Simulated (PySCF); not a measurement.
# M06-2X/STO-3G run of [BH2F2]− (SMILES F[BH2-]F)

What is the vertical singlet–triplet gap of [BH2F2]− at M06-2X/STO-3G? 

The results are computed with PySCF 2.14.0.

9 further runs of the same task are left out: 3 that didn't finish, 6 set aside as unsound or not needed.

## 1. Starting point

The species is [BH2F2]− (5 atoms), meant as a singlet with charge -1. SMILES: `F[BH2-]F`. Geometry: relaxed at GFN2-xTB.

Bond lengths: F1–B2 1.425 Å, B2–F3 1.425 Å, B2–H4 1.225 Å, B2–H5 1.225 Å. Angles: F1–B2–F3 107.4°, F1–B2–H4 109.0°, F1–B2–H5 109.1°, F3–B2–H4 109.0°, F3–B2–H5 109.1°, H4–B2–H5 113.0°.

## 2. The energy at M06-2X/STO-3G

start.xyz

```xyz
5

F     -1.176970     0.624500     0.383180
B      0.033530     0.014270    -0.056090
F      0.407580    -0.947330     0.926670
H     -0.171950    -0.560090    -1.118950
H      0.907810     0.868650    -0.134810
```

job.py

```python
from pyscf import gto, dft

mol = gto.M(
    atom='start.xyz',
    charge=-1,
    verbose=3,
    max_memory=1860,
    spin=0,
    basis='sto-3g',
)

myscf = dft.RKS(mol)
myscf.xc = 'm06-2x'
myscf.conv_tol = 1e-10
myscf.grids.level = 5
myscf.kernel()
if not myscf.converged:
    myscf = myscf.newton().run(myscf.mo_coeff, myscf.mo_occ)

e_final = myscf.e_tot
print(f'total energy: {e_final:.8f} hartree')
```

Launch:

```sh
$ OMP_NUM_THREADS=1 python job.py
```

Output:

```text
converged SCF energy = -222.496695176893
total energy: -222.49669518 hartree
```

Run time: 3.3 s. Hardware: 1 thread of Arm Neoverse V2, shared host; peak memory 0.19 GiB.

## 3. The triplet at the same level

input.xyz

```xyz
5

F     -1.176970     0.624500     0.383180
B      0.033530     0.014270    -0.056090
F      0.407580    -0.947330     0.926670
H     -0.171950    -0.560090    -1.118950
H      0.907810     0.868650    -0.134810
```

run.py

```python
from pyscf import gto, dft

molecule = gto.Mole()
molecule.atom = 'input.xyz'
molecule.max_memory = 1860
molecule.spin = 2
molecule.basis = 'sto-3g'
molecule.charge = -1
molecule.verbose = 3
molecule.build()

mf = dft.UKS(molecule)
mf.xc = 'm06-2x'
mf.grids.level = 5
mf.conv_tol = 1e-10
mf.kernel()
if not mf.converged:
    mf = mf.newton().run(mf.mo_coeff, mf.mo_occ)

e_tot = mf.e_tot
print(f'total energy: {e_tot:.8f} hartree')
```

Launch:

```sh
$ OMP_NUM_THREADS=1 python run.py
```

Output:

```text
WARN: HOMO 0.305423609525412 >= LUMO -0.308498390912825

WARN: HOMO 0.675245059383997 >= LUMO 0.317572849712067

WARN: HOMO 0.650939794864031 >= LUMO 0.293144831295475

WARN: HOMO 0.636372110717568 >= LUMO 0.303628304521823

WARN: HOMO 0.638464031752506 >= LUMO 0.304630503683386

WARN: HOMO 0.638505289879145 >= LUMO 0.304423517438324

WARN: HOMO 0.637810066421373 >= LUMO 0.303781893726822

WARN: HOMO 0.637771311135673 >= LUMO 0.303982286200125

WARN: HOMO 0.637769026922522 >= LUMO 0.303931370414525

WARN: HOMO 0.637768777536913 >= LUMO 0.30392372344045

WARN: HOMO 0.637768068884284 >= LUMO 0.303917497033032

WARN: HOMO 0.637770665559779 >= LUMO 0.303916742140275

WARN: HOMO 0.637768607790488 >= LUMO 0.303918764382312

WARN: HOMO 0.637770055859636 >= LUMO 0.303916547988456

WARN: HOMO 0.637770064048794 >= LUMO 0.303917457064182

WARN: HOMO 0.63776982513164 >= LUMO 0.303917204460926

WARN: HOMO 0.637769886331875 >= LUMO 0.303917221983031

converged SCF energy = -221.971262692407  <S^2> = 2.0018535  2S+1 = 3.0012354
total energy: -221.97126269 hartree
```

Wall time 9 s (1 thread of Arm Neoverse V2, shared host); peak memory 0.2 GiB.

## 4. Outcome

Level: M06-2X/STO-3G.

| quantity | value |
| --- | --- |
| singlet: total energy | -222.49670 Eh |
| singlet: HOMO energy | 2.71 eV |
| singlet: LUMO energy | 22.11 eV |
| singlet: HOMO–LUMO gap (to an unbound level, set by the basis) | 19.41 eV |
| triplet: total energy | -221.97126 Eh |
| triplet: HOMO energy (highest over α and β) | 17.35 eV |
| triplet: ⟨S²⟩ | 2.002 |
| vertical energy of the triplet above the singlet | 14.298 eV |

**Reading.** At this shape the triplet lies 14.30 eV (330 kcal/mol) above the singlet. For an anion a state so high probably lies above electron detachment. In a minimal basis such a difference can be off by several eV, whatever the method. The HOMO (singlet) lies at positive energy, 2.71 eV; only total energies tell whether the electron is bound. The HOMO (triplet) lies at positive energy, 17.35 eV; only total energies tell whether the electron is bound.
